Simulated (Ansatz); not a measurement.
**BSiH$_{2}$ (H-bridged), doublet: reading a ladder of total energies**

Geometry: a PBE0/def2-TZVP stationary point for this spin, not checked as a minimum.

```yaml
atoms:
  - { symbol: Si, position_ang: [0.0000, -0.0053, 0.5948] }
  - { symbol: B, position_ang: [0.0000, -0.0779, -1.2479] }
  - { symbol: H, position_ang: [0.0000, 1.1505, -0.7602] }
  - { symbol: H, position_ang: [0.0000, -0.1670, -2.4296] }
```

Basis 6-31G; Ansatz 0.2.0. Only valence electrons are correlated (noble-gas cores frozen), which leaves 9 electrons in 20 orbitals. R marks a restricted (for open shells ROHF) determinant, U an unrestricted one.

Full CI is exact within this basis and frozen core; it isn't the basis-set limit. The frozen core follows each run's orbitals, which can shift R against U totals by a few meV.

Runs differ by some tens of microhartree through their thresholds and, for an open shell, their frozen cores, so steps under 0.1 kcal/mol mean nothing.

```json
{"level": "UHF", "total energy (hartree)": "-314.611030"}
{"level": "UMP2", "total energy (hartree)": "-314.704575"}
{"level": "UCCSD", "total energy (hartree)": "-314.729286"}
{"level": "UCCSD(T)", "total energy (hartree)": "-314.733104"}
{"level": "UCCSDT", "total energy (hartree)": "-314.734052"}
{"level": "UCCSDT(Q)", "total energy (hartree)": "-314.734243"}
{"level": "UCCSDTQ", "total energy (hartree)": "-314.734269"}
{"level": "full CI", "total energy (hartree)": "-314.734286"}
```

Task: What is the correlation energy at full CI, and what share of it do UMP2 and UCCSD recover?

Result: E(corr) = -314.734286 − (-314.611030) = -0.123256 hartree = -3.354 eV. UMP2: -0.093545 / -0.123256 = 75.89 %. UCCSD: -0.118256 / -0.123256 = 95.94 %.

Task: By how many kcal/mol does UCCSD(T) miss full CI (1 hartree = 627.509 kcal/mol), and which steps make up the rest?

Result: -314.733104 − (-314.734286) = 0.001182 hartree = 0.74 kcal/mol. Steps: UCCSDT − UCCSD(T) = -0.59, UCCSDT(Q) − UCCSDT = -0.12, UCCSDTQ − UCCSDT(Q) = -0.02, full CI − UCCSDTQ = -0.01 kcal/mol. That is within 1 kcal/mol of the reference in this basis, which itself misses far more of the correlation at the basis-set limit.
